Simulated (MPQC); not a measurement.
# AlH2Cl (SMILES [AlH2][Cl]): levels of theory compared

We compute a comparison of 6 runs (HF/3-21G, HF/def2-SVP, PBE0/def2-SVP, PBE0/pcseg-2, MP2/3-21G, MP2/6-311G**) of AlH2Cl. 

Program for the calculation: MPQC 2.3.1.

2 further runs of the same task are left out: 2 set aside as unsound or not needed.

**1. The system as given**

AlH2Cl: 4 atoms, total charge 0, spin state singlet. As SMILES, `[AlH2][Cl]`. Geometry: a GFN2-xTB relaxation, a rough one for these elements and not checked as a minimum.

Bond lengths: Al1–Cl2 2.014 Å, Al1–H3 1.537 Å, Al1–H4 1.537 Å. Angles: Cl2–Al1–H3 121.9°, Cl2–Al1–H4 121.9°, H3–Al1–H4 116.2°.

**2. Energy and forces at HF/3-21G (run 1)**

Contents of job.in:

```
% AlClH2
molecule<Molecule>: (
  symmetry = c1
  unit = angstrom
  { atoms geometry } = {
    Al [ -0.062930     0.006580    -0.073510 ]
    Cl [ 1.246110    -0.130950     1.450370 ]
    H  [ -1.312710    -0.885250    -0.154210 ]
    H  [ 0.129540     1.009620    -1.222650 ]
  }
)
basis<GaussianBasisSet>: (
  name = "3-21G"
  molecule = $:molecule
  basisdir = "."
  puream = yes
)
mpqc: (
  checkpoint = no
  savestate = no
  restart = no
  do_energy = yes
  do_gradient = yes
  optimize = no
  mole<CLHF>: (
    molecule = $:molecule
    basis = $:basis
    total_charge = 0
    memory = 1000000000
    print_evals = yes
    print_npa = yes
    maxiter = 120
    value_accuracy = 1e-08
    guess_wavefunction<CLHF>: (
      molecule = $:molecule
      total_charge = 0
      memory = 1000000000
      value_accuracy = 1e-3
      basis<GaussianBasisSet>: (
        name = "MINI (Huzinaga)"
        molecule = $:molecule
      )
    )
  )
)
```

The basis set 3-21G is read from a file made from the Basis Set Exchange's data (not shown).

Started as:

```console
$ mpqc job.in > job.out
```

Standard output:

```text
MPQC: Massively Parallel Quantum Chemistry
[...]
  LUMO is    17   A =   0.033929
  total scf energy = -699.0805725232
[...]
Value of the MolecularEnergy: -699.0805725232
  Gradient of the MolecularEnergy:
      1    0.0442747911
      2   -0.0046425741
      3    0.0514962068
      4   -0.0486552371
      5    0.0051096789
      6   -0.0566268457
      7    0.0115347212
      8    0.0120439245
      9   -0.0043577611
     10   -0.0071542751
     11   -0.0125110293
     12    0.0094884000
[...]
      symmetry = c1
[...]
```

It took 0.3 s on 1 thread of Arm Neoverse V2, shared host.

**3. Energy and gradient at HF/def2-SVP (run 2)**

Contents of input.in:

```
% emacs should use -*- KeyVal -*- mode
molecule<Molecule>: (
    symmetry = c1
    unit = angstrom
    { atoms geometry } = {
        Al [ -0.062930       0.006580      -0.073510 ]
        Cl [ 1.246110      -0.130950       1.450370 ]
        H  [ -1.312710      -0.885250      -0.154210 ]
        H  [ 0.129540       1.009620      -1.222650 ]
    }
)
basis<GaussianBasisSet>: (
    name = "def2-SVP"
    molecule = $:molecule
    basisdir = "."
    puream = yes
)
mpqc: (
    checkpoint = no
    savestate = no
    restart = no
    do_energy = yes
    do_gradient = yes
    optimize = no
    mole<CLHF>: (
        molecule = $:molecule
        basis = $:basis
        total_charge = 0
        memory = 1000000000
        print_evals = yes
        print_npa = yes
        maxiter = 120
        value_accuracy = 1e-08
        guess_wavefunction<CLHF>: (
            molecule = $:molecule
            total_charge = 0
            memory = 1000000000
            value_accuracy = 1e-3
            basis<GaussianBasisSet>: (
                name = "3-21G"
                molecule = $:molecule
            )
        )
    )
)
```

The basis set def2-SVP is read from a file made from the Basis Set Exchange's data (not shown).

Started as:

```console
$ mpqc input.in > input.out
```

Standard output:

```text
MPQC: Massively Parallel Quantum Chemistry
[...]
  LUMO is    17   A =   0.051684
  total scf energy = -702.4143451816
[...]
Value of the MolecularEnergy: -702.4143451816
  Gradient of the MolecularEnergy:
      1    0.0227682975
      2   -0.0023839009
      3    0.0264551060
      4   -0.0246561690
      5    0.0025880717
      6   -0.0286877865
      7    0.0076800796
      8    0.0087479781
      9   -0.0038737867
     10   -0.0057922081
     11   -0.0089521490
     12    0.0061064672
[...]
      symmetry = c1
[...]
```

It took 1 s on 1 thread of Arm Neoverse V2, shared host.

Run 3 isn't shown in full; the table further down has it.

**4. Energy and forces at PBE0/pcseg-2 (run 4)**

Contents of mol.in:

```
molecule<Molecule>: (
  symmetry = c1
  unit = bohr
  { atoms geometry } = {
    Al [ -0.11892047   0.01243440  -0.13891377 ]
    Cl [ 2.35480662  -0.24745964   2.74080208 ]
    H  [ -2.48066238  -1.67288005  -0.29141467 ]
    H  [ 0.24479512   1.90790529  -2.31047365 ]
  }
)
basis<GaussianBasisSet>: (
  name = "pcseg-2"
  molecule = $:molecule
  basisdir = "."
  puream = yes
)
mpqc: (
  checkpoint = no
  savestate = no
  restart = no
  do_energy = yes
  do_gradient = yes
  optimize = no
  mole<CLKS>: (
    molecule = $:molecule
    basis = $:basis
    total_charge = 0
    memory = 1000000000
    print_evals = yes
    print_npa = yes
    maxiter = 120
    value_accuracy = 1e-08
    functional<SumDenFunctional>: (
      a0 = 0.25
      coefs = [ 0.75 1 ]
      funcs: [ <PBEXFunctional>: () <PBECFunctional>: () ]
    )
    integrator<RadialAngularIntegrator>: ( grid = xfine )
    guess_wavefunction<CLHF>: (
      molecule = $:molecule
      total_charge = 0
      memory = 1000000000
      value_accuracy = 1e-3
      basis<GaussianBasisSet>: (
        name = "MINI (Huzinaga)"
        molecule = $:molecule
      )
    )
  )
)
```

The basis set pcseg-2 is read from a file made from the Basis Set Exchange's data (not shown).

Started as:

```console
$ mpqc -o mol.out mol.in
```

Standard output:

```text
MPQC: Massively Parallel Quantum Chemistry
[...]
  Integrated electron density error = 0.000702023851
  iter     1 energy = -703.0747958393 delta = 1.01039e-01
  Integrated electron density error = 0.000043964137
  iter     2 energy = -703.5739733812 delta = 1.40563e-02
[...]
  Integrated electron density error = 0.000000019739
  iter    12 energy = -703.6389997209 delta = 4.55504e-08
  Integrated electron density error = 0.000000019739
  iter    13 energy = -703.6389997209 delta = 7.94517e-08
  Integrated electron density error = 0.000000019739
  iter    14 energy = -703.6389997209 delta = 2.57545e-08
[...]
  LUMO is    17   A =  -0.056503
  total scf energy = -703.6389997209
[...]
  Integrated electron density error = 0.000000005608
  Total Gradient:
[...]
Value of the MolecularEnergy: -703.6389997209
  Gradient of the MolecularEnergy:
      1    0.0159222329
      2   -0.0016628782
      3    0.0184740619
      4   -0.0184713883
      5    0.0019374478
      6   -0.0214719281
      7    0.0082368742
      8    0.0090103629
      9   -0.0036594751
     10   -0.0056877188
     11   -0.0092849325
     12    0.0066573413
[...]
        symmetry = c1
[...]
```

Run time: 47 s. Hardware: 1 thread of Arm Neoverse V2, shared host; peak memory 0.51 GiB.

Run 5 isn't shown in full; the table further down has it.

**5. Energy and gradient at MP2/6-311G(d,p) (run 6)**

Contents of job.in:

```
% AlClH2
molecule<Molecule>: (
  symmetry = c1
  unit = angstrom
  { atoms geometry } = {
    Al [ -0.062930 0.006580 -0.073510 ]
    Cl [ 1.246110 -0.130950 1.450370 ]
    H  [ -1.312710 -0.885250 -0.154210 ]
    H  [ 0.129540 1.009620 -1.222650 ]
  }
)
basis<GaussianBasisSet>: (
  name = "6-311G**"
  molecule = $:molecule
  basisdir = "."
  puream = yes
)
mpqc: (
  checkpoint = no
  savestate = no
  restart = no
  do_energy = yes
  do_gradient = yes
  optimize = no
  mole<MBPT2>: (
    molecule = $:molecule
    basis = $:basis
    memory = 1000000000
    method = mp
    nfzc = 10
    reference<CLHF>: (
      molecule = $:molecule
      basis = $:basis
      total_charge = 0
      memory = 1000000000
      print_evals = yes
      maxiter = 120
      value_accuracy = 1e-08
      guess_wavefunction<CLHF>: (
        molecule = $:molecule
        total_charge = 0
        memory = 1000000000
        value_accuracy = 1e-3
        basis<GaussianBasisSet>: (
          name = "MINI (Huzinaga)"
          molecule = $:molecule
        )
      )
    )
  )
)
```

The basis set 6-311G** is read from a file made from the Basis Set Exchange's data (not shown).

Started as:

```console
$ mpqc -o job.out job.in
```

Standard output:

```text
MPQC: Massively Parallel Quantum Chemistry
[...]
  LUMO is    17   A =   0.033566
  total scf energy = -702.6471609397
[...]
  MP2 correlation energy [au]:         -0.204506731775
  MP2 energy [au]:                   -702.851667671438
[...]
Value of the MolecularEnergy: -702.8516676714
  Gradient of the MolecularEnergy:
      1    0.0189008026
      2   -0.0019782388
      3    0.0219568577
      4   -0.0197477226
      5    0.0020729980
      6   -0.0229758111
      7    0.0063269135
      8    0.0077092588
      9   -0.0038645700
     10   -0.0054799934
     11   -0.0078040180
     12    0.0048835235
[...]
        symmetry = c1
[...]
```

It took 11 s on 1 thread of Arm Neoverse V2, shared host; peak memory 0.36 GiB.

**6. The series**

| run | level | starting guess | integration grid | energy (Eh) | HOMO energy (eV) | LUMO energy (eV) | HOMO–LUMO gap (eV) | wall time |
| --- | --- | --- | --- | --- | --- | --- | --- | --- |
| 1 | HF/3-21G | MINI (Huzinaga) | – | -699.080573 | -11.68 | 0.92 | 12.61 | 0.3 s |
| 2 | HF/def2-SVP | 3-21G | – | -702.414345 | -11.61 | 1.41 | 13.02 | 1 s |
| 3 | PBE0/def2-SVP | STO-3G | xfine | -703.382014 | -8.40 | -1.39 | 7.01 | 9.6 s |
| 4 | PBE0/pcseg-2 | MINI (Huzinaga) | xfine | -703.639000 | -8.51 | -1.54 | 6.97 | 47 s |
| 5 | MP2/3-21G | STO-3G | – | -699.159867 | -11.68 | 0.92 | 12.61 | 0.72 s |
| 6 | MP2/6-311G** | MINI (Huzinaga) | – | -702.851668 | -11.72 | 0.91 | 12.64 | 11 s |

**7. What came out**

```
                                           quantity          value
                                run 6: total energy  -702.85167 Eh
         run 6: HOMO energy (Hartree–Fock orbitals)      -11.72 eV
         run 6: LUMO energy (Hartree–Fock orbitals)        0.91 eV
       run 6: HOMO–LUMO gap (Hartree–Fock orbitals)       12.64 eV
run 6: correlation energy (10 core orbitals frozen)     -204.5 mEh
                    run 6: largest force on an atom     1.562 eV/Å
```

**Reading.** Over runs 1, 2, 3, 4 the HOMO–LUMO gap runs from 6.97 eV (PBE0/pcseg-2) to 13.02 eV (HF/def2-SVP). The two ends differ in method and basis. All runs together took 70 s, the longest 47 s.
